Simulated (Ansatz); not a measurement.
For grey tin (α-Sn), LDA (PAW; Ansatz, a first-principles code) gives:

* **equilibrium lattice constant a**: 6.472 Å
* **bulk modulus**: 44.3 GPa
* **band gap at the measured cell**: 0.00 eV

Q: What does Hartree–Fock (Ansatz, PAW) give for the same quantities?

A: 
- lattice constant a: 6.605 Å (goes up by 2.1 %)
- bulk modulus: 51.4 GPa (rises by 16 %)
- band gap at the measured cell: 4.87 eV (rises by 4.87 eV)

For comparison: lattice constant a 6.477 Å (measured, static lattice: zero-point anharmonic expansion removed; as tabulated in Mejia-Rodriguez and Trickey (2018), arXiv:1807.09216); bulk modulus 42.8 GPa (measured, 0 K value with the zero-point phonon effect removed; as tabulated in Mejia-Rodriguez and Trickey (2018), arXiv:1807.09216); band gap 0 eV (measured, temperature not stated, not corrected to a static lattice; as tabulated in Das et al. (2018), arXiv:1807.05623).

Changes are worked out from the printed values.

Unless a cell is named, each level is at its own relaxed cell (LDA 33.89, Hartree–Fock 36.02 Å³/atom).

Spin–orbit coupling is included only where a level's name says +SOC; with heavier elements it mostly lowers gaps and can invert bands. A gap of zero means that the bands touch or overlap. Density-functional gaps are differences of (generalised) Kohn–Sham levels.

Ansatz's density-functional and Hartree–Fock values are scalar-relativistic unless marked +SOC, with PAW data made under PBE.
